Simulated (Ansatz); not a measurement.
Input file:

```yaml
crystal:
  periodic: [false, false, false]
  atoms:
    - {symbol: N, position_ang: [0.000000, 0.000000, 0.055493]}
    - {symbol: C, position_ang: [0.000000, 0.000000, -1.107975]}
    - {symbol: H, position_ang: [0.000000, 0.000000, 1.052482]}
basis:
  gaussian: {orbitals: 6-31G}
correlation: {method: fic_mrcisd_q, electrons: all, active_space: {window: {electrons: 2, orbitals: 7}}}
```

```sh
$ ansatz run in.yaml --threads 1 --pin off --events-out ev --progress --plain --max-ram 2393MiB
```

The program prints:

```
291 factors; integrals over basis functions are off by at most 2.0e-4 eV
mean field evaluation 1: about -2524.9288 eV, gradient 1.7e1 eV
mean field evaluation 2: about -2524.9374 eV, gradient 1.7e1 eV
mean field evaluation 4: about -2525.5946 eV, gradient 2.9e0 eV
mean field evaluation 8: about -2525.6155 eV, gradient 7.3e-3 eV
mean field -2525.61548916 eV, -92.8146573029 hartree, gradient 1.4e-6 eV, S^2 0.000000; 0 other end points of the search recorded, 0 dependent functions left out
reference -2525.61548916 eV, -92.8146573029 hartree; 7, 7 occupied and 13, 13 virtual orbitals, 291 factors
state -2526.30408317 eV, -92.8399626662 hartree
contracted CI cycle   1: correlation 0.00000000 eV, 0.0000000000 hartree, residual 1.92e1 eV
contracted CI cycle   2: correlation -4.07655623 eV, -0.1498106784 hartree, residual 4.55e0 eV
contracted CI cycle   3: correlation -4.44553251 eV, -0.1633703065 hartree, residual 1.70e0 eV
contracted CI cycle   4: correlation -4.49493629 eV, -0.1651858619 hartree, residual 5.69e-1 eV
contracted CI cycle   5: correlation -4.50052053 eV, -0.1653910790 hartree, residual 2.10e-1 eV
contracted CI cycle   6: correlation -4.50126731 eV, -0.1654185226 hartree, residual 7.88e-2 eV
contracted CI cycle   7: correlation -4.50137810 eV, -0.1654225940 hartree, residual 3.04e-2 eV
contracted CI cycle   8: correlation -4.50139282 eV, -0.1654231350 hartree, residual 1.12e-2 eV
contracted CI cycle   9: correlation -4.50139537 eV, -0.1654232286 hartree, residual 5.15e-3 eV
contracted CI cycle  10: correlation -4.50139584 eV, -0.1654232460 hartree, residual 1.88e-3 eV
contracted CI cycle  11: correlation -4.50139590 eV, -0.1654232482 hartree, residual 6.32e-4 eV
state -2526.30408317 eV, -92.8399626662 hartree; corrected -2531.14970283 eV, -93.0180359041 hartree
state -2526.21707458 eV, -92.8367651593 hartree
contracted CI cycle   1: correlation 0.00000000 eV, 0.0000000000 hartree, residual 1.97e1 eV
contracted CI cycle   2: correlation -4.31661996 eV, -0.1586328575 hartree, residual 3.62e0 eV
contracted CI cycle   3: correlation -4.55439687 eV, -0.1673709980 hartree, residual 1.24e0 eV
contracted CI cycle   4: correlation -4.58032515 eV, -0.1683238447 hartree, residual 3.84e-1 eV
contracted CI cycle   5: correlation -4.58293035 eV, -0.1684195838 hartree, residual 1.34e-1 eV
contracted CI cycle   6: correlation -4.58324846 eV, -0.1684312743 hartree, residual 4.46e-2 eV
contracted CI cycle   7: correlation -4.58328149 eV, -0.1684324880 hartree, residual 1.24e-2 eV
contracted CI cycle   8: correlation -4.58328354 eV, -0.1684325634 hartree, residual 3.26e-3 eV
contracted CI cycle   9: correlation -4.58328369 eV, -0.1684325691 hartree, residual 1.01e-3 eV
state -2526.21707458 eV, -92.8367651593 hartree; corrected -2531.14056298 eV, -93.0177000207 hartree
state -2526.30408317 eV, -92.8399626662 hartree; corrected -2531.14970283 eV, -93.0180359041 hartree
WARN: 1 active orbitals are nearly empty or full. The corrections depend on them more than the energy does, and are more stable in an active space without them
Total energy: -2531.14970283 eV, -93.0180359041 hartree
```

Ran on 1 thread of AMD EPYC 7B13, shared host: 3.7 s wall, 0.17 GiB peak host memory.
